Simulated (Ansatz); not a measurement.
## Relative stability

Two isomers of C2HO, doublet, relaxed at PBE0-D4/def2-TZVP (vibrations not checked).

A:

```json
{"atom": "C1", "x (Å)": "0.0335", "y (Å)": "-0.0681", "z (Å)": "-0.3685"}
{"atom": "C2", "x (Å)": "0.1990", "y (Å)": "-0.8853", "z (Å)": "0.6130"}
{"atom": "O3", "x (Å)": "0.2608", "y (Å)": "-1.4990", "z (Å)": "1.6035"}
{"atom": "H4", "x (Å)": "0.2702", "y (Å)": "-0.0265", "z (Å)": "-1.4135"}
```

B:

```
4
angstrom
C -0.6180 -1.0002 0.0570
C 0.2607 0.0150 0.0981
O -0.8364 0.4736 -0.4710
H 1.1937 0.5116 0.3160
```

Ansatz 0.2.0; basis: def2-TZVPP; cores frozen in the correlated methods; orbitals are unrestricted. B3LYP uses VWN-RPA correlation.

Question: Which structure is lower at CCSD(T), and by how much? (To be estimated.)

Answer: By the calculation: A, by 218.7 kJ/mol (electronic energy, against the other). By their contacts, A is C₂HO ([CH][C][O]) and B is C₂HO ([C]1[CH][O]1).

All methods give the same order:

| method | E(B) − E(A) (kJ/mol) |
| --- | --- |
| PBE-D4 | 227.4 |
| r2SCAN-D4 | 238.5 |
| PBE0-D4 | 227.5 |
| B3LYP-D4 | 235.2 |
| wB97M-V | 215.3 |
| HF | 243.0 |
| MP2 | 223.6 |
| CCSD | 222.6 |
| CCSD(T) | 218.7 |

No T1 diagnostic of these runs exceeds 0.024. ⟨S²⟩ of the unrestricted Hartree–Fock references: 0.78 to 0.81 (a pure state has 0.75). The unrestricted reference is spin-contaminated, which hurts MP2 most.

Labels in which every atom is bracketed show which atoms are joined, not bond orders.
